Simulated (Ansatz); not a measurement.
Geometry optimisation, RKS CAM-B3LYP-D4/def2-SVP in Ansatz.

The input (input.yaml):

```yaml
crystal:
  periodic: [false, false, false]
  atoms:
    - { symbol: O, position_ang: [-1.2726, -1.4523, -1.1425] }
    - { symbol: Al, position_ang: [-0.4863, 0.1848, -0.8112] }
    - { symbol: Al, position_ang: [1.1775, 0.334, 0.9918] }
    - { symbol: H, position_ang: [-2.0472, -1.3857, -0.5748] }
    - { symbol: H, position_ang: [-0.18066, 0.69679, 0.363] }
    - { symbol: H, position_ang: [1.5675, -0.9477, 1.8665] }
    - { symbol: H, position_ang: [1.9654, 1.7232, 1.3133] }
basis:
  gaussian: { orbitals: def2-SVP }
hamiltonian:
  xc: cam_b3lyp
  dispersion: d4
relax:
  f_tol: 0.02
  max_steps: 50
```

Command:

```bash
$ ansatz run input.yaml --threads 2 --pin off --max-ram 3072MiB --backend cpu --events-out ev --progress --plain --runs-dir out
```

Where does it end, and by what steps?

The forces met the threshold. The force dipped under the threshold on the way, but the program's further checks kept it going. After 20 steps the energy has fallen by 3.822 eV; H5 moved furthest, 2.16 Å. The start is strongly strained (largest force component 9 eV/Å), so its close contacts needn't be bonds. Parted: Al2–H5.

```csv
step,energy less start (eV),largest force component (eV/Å),accepted
0,0.0000,8.882,yes
1,-2.0685,3.778,yes
2,-3.0471,1.612,yes
3,-3.3824,0.617,yes
4,-3.5182,0.641,yes
5,-3.6106,0.565,yes
6,-3.6526,0.644,yes
7,-3.6927,0.347,yes
8,-3.7144,0.563,yes
9,-3.7297,0.445,yes
10,-3.7404,0.624,yes
11,-3.7789,0.202,yes
12,-3.8060,0.348,yes
13,-3.8085,0.464,yes
14,-3.8194,0.012,yes
15,-3.8198,0.120,yes
16,-3.8194,0.215,no
17,-3.8213,0.026,yes
18,-3.8216,0.002,yes
19,-3.8218,0.029,yes
20,-3.8218,0.017,yes
```

```xyz
7
Properties=species:S:1:pos:R:3
O -1.612 -1.168 -1.501
Al -0.545 -0.525 -0.407
Al 1.189 0.541 1.417
H -2.225 -1.538 -2.131
H 0.085 0.961 2.485
H 2.034 -0.783 1.675
H 1.798 1.665 0.468
```

Run time: 22 s on 2 threads of Intel(R) Xeon(R) Platinum 8375C CPU @ 2.90GHz (Ice Lake), on a shared host, peak memory 0.16 GiB.
